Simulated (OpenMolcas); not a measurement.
# MP2/ANO-RCC-VTZP (DKH2) run of CH2ClF (chlorofluoromethane)

Aim: the energy change on altering one bond length of CH2ClF (chlorofluoromethane) at MP2/ANO-RCC-VTZP (DKH2), from 2 runs. 

The results are computed with OpenMolcas 26.06.

## Step 1: The structure to begin with

CH2ClF: 5 atoms, total charge 0, spin state singlet. As SMILES, `FCCl`. The coordinates come from a PBE0-D4/def2-TZVP relaxation.

Bond lengths: F1–C2 1.355 Å, C2–Cl3 1.766 Å, C2–H4 1.089 Å, C2–H5 1.089 Å. Angles: F1–C2–Cl3 110.5°, F1–C2–H4 109.3°, F1–C2–H5 109.3°, Cl3–C2–H4 107.8°, Cl3–C2–H5 107.8°, H4–C2–H5 112.3°.

## Step 2: Energy and forces at MP2/ANO-RCC-VTZP (DKH2)

The input, job.inp:

```
* CH2ClF MP2

&gateway
 coord
 5
 bohr
 F     -1.83388472     1.05922929     1.44847507
 C      0.15790551     0.16879034     0.10973640
 Cl    -0.79929746    -2.32982444    -1.88606006
 H      1.57249780    -0.57183113     1.40894200
 H      0.90275996     1.67367374    -1.08107452
 basis = ANO-RCC-VTZP
 group = NoSym

&seward

&scf
 prorbitals = 1 1

&mbpt2
 frozen = 7
 grdt

&alaska
```

Command:

```console
$ export MOLCAS_MEM=1860
$ pymolcas job.inp > job.log
```

Log, shortened:

```text
--- Start Module: gateway ---
[...]
--- Stop Module: gateway /rc=_RC_ALL_IS_WELL_ ---
[...]
      Basis functions          122
[...]
       Convergence after  11 Iterations
[...]
::    Total SCF energy                               -599.5600549159
[...]
      Total spin, S                                     0.0000000000
[...]
      Total electronic charge=   34.000000
      Total            charge=   -0.000000
[...]
--- Start Module: mbpt2 ---
[...]
WARNING!
Default frozen orbitals as non valence orbitals is overwritten by user input.
Default values:   7
[...]
       Reference weight ( Cref**2 )         =        0.85601
::    Total MBPT2 energy                             -600.1741576324
[...]
      Dipole Moment (debye):
      Origin of the operator (angstrom)=   -0.4546   -0.4531   -0.2864
                   X=  1.7079E+00               Y=  6.1914E-01               Z=  9.8975E-02           Total=  1.8193E+00
      Quadrupole Moment (debye*angstrom):
[...]
      Total MBPT2 calculations                          22.53     26.31
--- Stop Module: mbpt2 /rc=_RC_ALL_IS_WELL_ ---
[...]
--- Start Module: alaska ---
[...]
 *              Molecular gradients               *
 **************************************************
  Irreducible representation: a
 ------------------------------------------------------------------------------------------
                              X                       Y                       Z
 ------------------------------------------------------------------------------------------
  F1                4.37664675396299E-03   -1.71323079538244E-03   -2.72174744623577E-03
  C2               -8.39129128605798E-03    5.74190026827459E-04    2.77261819719987E-03
  CL3               5.34084525300571E-04    3.71619612074880E-04    1.91686648776113E-04
  H4                2.22772986515585E-03   -1.25011423002919E-03    1.69062820116572E-03
  H5                1.25283014166033E-03    2.01753538652438E-03   -1.93318560095390E-03
 ------------------------------------------------------------------------------------------
--- Stop Module: alaska /rc=_RC_ALL_IS_WELL_ ---
[...]
```

Wall time 2.2 min (1 thread of Arm Neoverse V1, shared host); peak memory 0.94 GiB.

## Step 3: The distorted shape, same level

The input, job.inp:

```
* CH2ClF MP2
>>> EXPORT MOLCAS_PRINT=2
&GATEWAY
Coord
5
bohr
F     -3.95575803     2.17015392    -0.50032011
C     -1.96396779     1.27971497    -1.83905879
Cl    -2.92117077    -1.21889981    -3.83485524
H      1.57249780    -0.57183113     1.40894200
H     -1.21911335     2.78459837    -3.02986971
Basis = ANO-RCC-VTZP
Group = NoSym
&SEWARD
&SCF
PrOrbitals = 1 1
&MBPT2
Frozen = 7
Grdt
&ALASKA
```

Command:

```console
$ export MOLCAS_MEM=1860
$ pymolcas job.inp > job.log
```

Log, shortened:

```text
--- Start Module: gateway ---
[...]
--- Stop Module: gateway /rc=_RC_ALL_IS_WELL_ ---
[...]
      Basis functions          122
[...]
       Convergence after  13 Iterations
[...]
::    Total SCF energy                               -599.3107715670
[...]
      Total spin, S                                     0.0000000000
[...]
      Total electronic charge=   34.000000
      Total            charge=   -0.000000
[...]
--- Start Module: mbpt2 ---
[...]
WARNING!
Default frozen orbitals as non valence orbitals is overwritten by user input.
Default values:   7
[...]
       Reference weight ( Cref**2 )         =        0.79562
::    Total MBPT2 energy                             -599.9724490297
[...]
      Dipole Moment (debye):
      Origin of the operator (angstrom)=   -1.5608    0.1260   -1.3023
                   X=  8.5897E-01               Y=  5.8158E-01               Z= -4.9330E-01           Total=  1.1487E+00
      Quadrupole Moment (debye*angstrom):
[...]
      Total MBPT2 calculations                          24.00     28.28
--- Stop Module: mbpt2 /rc=_RC_ALL_IS_WELL_ ---
[...]
--- Start Module: alaska ---
[...]
 *              Molecular gradients               *
 **************************************************
  Irreducible representation: a
 ------------------------------------------------------------------------------------------
                              X                       Y                       Z
 ------------------------------------------------------------------------------------------
  F1               -1.52792979866199E-02    7.83186127567070E-03    1.27385626555565E-04
  C2                1.44560994299532E-02    1.00380987094546E-02    2.78300671504450E-03
  CL3              -7.16458493316940E-03   -7.05246179883190E-03   -1.29914274297995E-02
  H4                1.92643203989102E-02   -1.12625066961692E-02    1.79691490954432E-02
  H5               -1.12765369090564E-02    4.45008509958988E-04   -7.88811400727418E-03
 ------------------------------------------------------------------------------------------
--- Stop Module: alaska /rc=_RC_ALL_IS_WELL_ ---
[...]
```

Wall time 2.1 min (1 thread of Arm Neoverse V1, shared host); peak memory 0.94 GiB.

## Step 4: What came out

At MP2/ANO-RCC-VTZP (DKH2), 7 core orbitals frozen:

| quantity | value |
| --- | --- |
| first shape: total energy | -600.17416 Eh |
| first shape: dipole moment (mean-field density) | 2.01 D |
| first shape: HOMO energy (Hartree–Fock orbitals) | -12.34 eV |
| first shape: LUMO energy (Hartree–Fock orbitals) | 1.37 eV |
| first shape: HOMO–LUMO gap (Hartree–Fock orbitals) | 13.72 eV |
| first shape: correlation energy (7 core orbitals frozen) | -614.1 mEh |
| first shape: largest force on an atom | 0.455 eV/Å |
| distorted shape: total energy | -599.97245 Eh |
| distorted shape: dipole moment (mean-field density) | 1.98 D |
| distorted shape: HOMO energy (Hartree–Fock orbitals) | -8.92 eV |
| distorted shape: LUMO energy (Hartree–Fock orbitals) | -1.51 eV |
| distorted shape: HOMO–LUMO gap (Hartree–Fock orbitals) | 7.41 eV |
| distorted shape: correlation energy (7 core orbitals frozen) | -661.7 mEh |
| distorted shape: largest force on an atom | 1.473 eV/Å |
| energy change with the C2–H4 bond stretched from 1.089 to 2.723 Å | 5.489 eV |

**Reading.** One bond (distorted shape) is far stretched, which a spin-restricted single reference describes badly; perturbation theory on it can break down and give far too much correlation. With the C2–H4 bond stretched from 1.089 to 2.723 Å the energy rises by 5.49 eV (127 kcal/mol). The first shape isn't relaxed at this level, so the change isn't measured from a minimum. A restricted reference can't describe the breaking bond well at this length. The largest force (first shape) is 0.46 eV/Å: the shape isn't a stationary point for this species at this level. Mulliken charges (distorted shape) of the mean-field density run from -0.21 on F1 to +0.25 on C2; they depend strongly on the basis.
